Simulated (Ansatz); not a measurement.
## Ansatz (development build ahead of 0.2.0) run

```yaml
crystal:
  periodic: [false, false, false]
  atoms:
    - { symbol: F, position_ang: [0.0, 0.0, -0.74328] }
    - { symbol: F, position_ang: [0.0, 0.0, 0.74328] }
basis:
  gaussian: { orbitals: cc-pVDZ }
hamiltonian:
  xc: hf
```

The input is written out in the form of the current development build from the run's settings.

The run gave:

```json
{
  "Converged": "yes",
  "Total energy": "-198.67561 hartree",
  "Spin squared of the determinant": "0.000"
}
```

Caution: in another basis set an unrestricted determinant lies well below.
